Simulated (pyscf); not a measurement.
Optimised with ωB97X-D3(BJ)/def2-SVP in PySCF.

Problem. What is the homolytic dissociation enthalpy (298 K, ωB97M-D3(BJ)/def2-TZVP) of the N–Sn bond of H₂N–Sn(OH)(OH)–OH, to NH₂• + HO–Sn•(OH)–OH?

Solution. N–Sn to NH₂• + HO–Sn•(OH)–OH: 305.3 kJ/mol. The 7 functionals that were run give +278.4 (r²SCAN) to +319.7 kJ/mol (ωB97X-D3(BJ)). Other isomers of HO–Sn•(OH)–OH were not searched in full and may lie lower. Elements past Kr carry the def2 core potentials, without spin-orbit coupling.
